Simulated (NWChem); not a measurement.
Molecule: methane (CH$_{4}$); SMILES C

```xyz
5

C      0.0000     0.0000     0.0000
H     -0.8540    -0.2418    -0.6465
H      0.8689     0.2544    -0.6213
H     -0.2557     0.8552     0.6396
H      0.2407    -0.8678     0.6282
```
Atoms are numbered in this order, from 1.

Level: PBE0/def2-SVP (NWChem), optimised geometry, unscaled harmonic frequencies. 

| frequency (cm⁻¹) | IR intensity (km/mol) |
|---|---|
| 1308 | 17.8 |
| 1308 | 17.8 |
| 1308 | 17.8 |
| 1530 | 0.0 |
| 1530 | 0.0 |
| 3046 | 0.0 |
| 3199 | 11.8 |
| 3199 | 11.8 |
| 3199 | 11.8 |

The zero-point energy comes out as 28.0 kcal/mol, the thermal correction to the enthalpy at 298.15 K (with zero-point energy) comes out as 30.4 kcal/mol and the heat capacity Cv comes out as 6.5 cal/(mol K). The entropy at 298.15 K and 1 atm (symmetry number 12) comes out as 44.5 cal/(mol K) and the dipole moment is 0.00 D.

Rigid rotor and harmonic oscillator.
